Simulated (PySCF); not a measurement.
Geometries of 4 isomers of C5H3N, from PBE0-D3(BJ)/def2-SVP geometry optimisation, gas phase (PySCF). One conformer each, no zero-point energy, no frequencies.

Question: Which isomer lies lowest at this level?
A.
```xyz
9
angstrom
C     -1.610   -1.001   -0.573
C     -0.485   -1.042    0.158
C      0.408    0.051    0.288
C      1.188    0.981    0.410
C      2.065    2.027    0.544
N      2.810    2.914    0.659
H     -1.903   -0.100   -1.118
H     -2.263   -1.874   -0.638
H     -0.210   -1.955    0.698
```
B.
```xyz
9
angstrom
C      2.528    1.216    1.590
C      1.600    0.805    0.918
C      0.557    0.342    0.165
C     -0.376   -0.074   -0.506
C     -1.468   -0.557   -1.296
N     -2.349   -1.399   -0.925
H      3.348    1.578    2.183
H     -1.534   -0.149   -2.318
H     -2.171   -1.695    0.041
```
C.
```xyz
9
angstrom
C     -2.332    0.037   -0.165
C     -1.040   -0.158   -0.343
C      0.204   -0.343   -0.514
C      1.505   -0.541   -0.696
C      2.502    0.288   -0.107
N      3.333    0.950    0.361
H     -3.073   -0.619   -0.633
H     -2.697    0.860    0.457
H      1.860   -1.370   -1.322
```
D.
```xyz
9
angstrom
C      2.252   -0.189    0.457
C      1.072   -0.107    0.193
C     -0.317    0.020   -0.126
C     -1.205   -0.984    0.015
C     -0.746    1.303   -0.619
N     -1.091    2.336   -1.014
H      3.298   -0.266    0.692
H     -2.256   -0.839   -0.242
H     -0.882   -1.957    0.389
```

Answer: A. That is vinylcyanoacetylene, `C(C#N)#CC=C`, 7.2 kcal/mol below the next.

```tsv
SMILES	atoms numbered as above	E (Eh)	relative (kcal/mol)	relative (kJ/mol)	dipole (D)
C=CC#CC#N	[CH2:1]=[CH:2][C:3]#[C:4][C:5]#[N:6]	-246.50415	0.0	0.0	5.00
C#CC(=C)C#N	[CH:1]#[C:2][C:3](=[CH2:4])[C:5]#[N:6]	-246.49267	7.2	30.1	3.79
C=C=C=CC#N	[CH2:1]=[C:2]=[C:3]=[CH:4][C:5]#[N:6]	-246.49229	7.4	31.1	4.50
[H]/N=C\C#CC#C	[H]/[N:6]=[CH:5]\[C:4]#[C:3][C:2]#[CH:1]	-246.45422	31.3	131.1	2.37
```

As drawn, the lowest has a C≡N group and a C=C bond outside aromatic rings, which the highest lacks; the highest has a C=N bond and an N–H bond, which the lowest lacks.
